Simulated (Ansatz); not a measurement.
Basis-set extrapolation for CHNS$_{3}$, SMILES `N=c1sss1` (PBE0-D4/def2-TZVP geometry, frozen core, Ansatz). Multiplicity 1, RHF reference.

```
                       def2-TZVPP    def2-QZVPP
                 HF  -1285.520706  -1285.558445
    MP2 correlation     -0.864242     -0.936337
CCSD(T) correlation     -0.951544       not run
```

Energies in hartree. Use E(X) = E(∞) + A·exp(−7.88·√X) for Hartree–Fock and E(X) = E(∞) + B·X^(−2.97) for correlation, with X = 3 and 4, and add CCSD(T) minus MP2 of the smaller set to the MP2 limit.

Question: What is the CCSD(T) energy at the basis-set limit?

Answer: HF limit: -1285.558445 + (-0.037739) × 0.13774 = -1285.56364. MP2 limit: -0.936337 + (-0.072095) × 0.74074 = -0.98974. Higher-order term: -0.951544 − (-0.864242) = -0.08730. Total: -1286.64068 hartree, 105.7 kcal/mol below CCSD(T)/def2-TZVPP.
